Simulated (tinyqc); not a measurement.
Worked calculation: harmonic frequencies on the UHF/sto-3g surface (energies and gradients from PySCF), for H2O+, spin multiplicity 2. One step of it, computed by the program tinyqc.

Task: One row of the Hessian: 2Hy. Displace 2Hy by +/-0.002 bohr; H(k, :) = (g(+) - g(-)) / (2 delta).

optimised positions (bohr):
```
,x,y,z
1O,0.046249,-0.005699,-0.064079
2H,0.080945,1.602825,1.041065
3H,0.084455,-1.591456,1.073367
```

gradient at +delta (hartree/bohr):
```
,x,y,z
1O,-0.00001209,-0.00073487,-0.00038928
2H,0.00001393,0.00077598,0.00044680
3H,-0.00000184,-0.00004112,-0.00005752
```

gradient at -delta (hartree/bohr):
```
,x,y,z
1O,0.00001218,0.00073215,0.00039207
2H,-0.00001396,-0.00077556,-0.00044779
3H,0.00000178,0.00004341,0.00005571
```

Give: row of the Hessian.

Result:

row of the Hessian (hartree/bohr^2): 1Ox -0.006069, 1Oy -0.366754, 1Oz -0.195339, 2Hx 0.006973, 2Hy 0.387886, 2Hz 0.223648, 3Hx -0.000904, 3Hy -0.021132, 3Hz -0.028309
